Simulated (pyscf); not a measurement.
**Routes from O=W(=O)(OH)–OH + hydrogen (H₂)**

Candidate steps break at most two bonds and form at most two. Each was searched with GFN2-xTB (tblite) first. Single points on ωB97X-D3(BJ)/def2-SVP structures (PySCF, gas phase). Energies: ωB97M-D3(BJ)/def2-TZVP, kcal/mol, from the separated reactants, singlet surface; ΔG‡ with ideal gas, 1 atm, RRHO with modes under 100 cm⁻¹ raised to 100, one conformer, R ln 2 for chiral ones without a mode under 150 cm⁻¹.

```tsv
products	type	ΔE‡	ΔE	ΔG‡ 298 K	ΔG‡ 900 K	ν‡ (cm⁻¹)
O=WH(=O)–OH + H₂O	four-centre exchange	35.6	+20.1	45.6	65.1	1281i
O=WH(OH)(OH)–OH	addition across a multiple bond or ene-type step	35.9	+4.4	45.8	65.2	1605i
```

Row 1: On the product side the descent ends in an adduct with a O–W contact (not fully relaxed), 11.7 kcal/mol under the separated species and 24.3 kcal/mol under the saddle at ωB97X-D3(BJ)/def2-TZVP. 

Plain bond fissions and candidates not yet searched are not listed, and one of them may be faster. Each barrier is that of the saddle found; lower ones may exist. Elements past Kr carry the def2 core potentials, without spin-orbit coupling.
